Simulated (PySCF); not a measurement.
Na₂Cl⁺ (singlet). Level of theory: PBE0 in PySCF with Cl def2-TZVP, Na def2-TZVP; no relativity; density-fitted integrals.

Harmonic bands of its minimum:

```tsv
ω (cm⁻¹)	IR (km/mol, summed over degenerate members)	degeneracy
41	120	2
228	0.0	1
330	112	1
```

Question: The central atom is Cl. Infer the point group and assign the bands.

Answer: D∞h. The modes span πu + σg+ + σu+: 41 πu, 228 σg+, 330 σu+. The computed geometry has Cl–Na 2.465 Å (×2); Na–Cl–Na 180.0°.

Only a few start shapes were tried, so a lower isomer may exist.
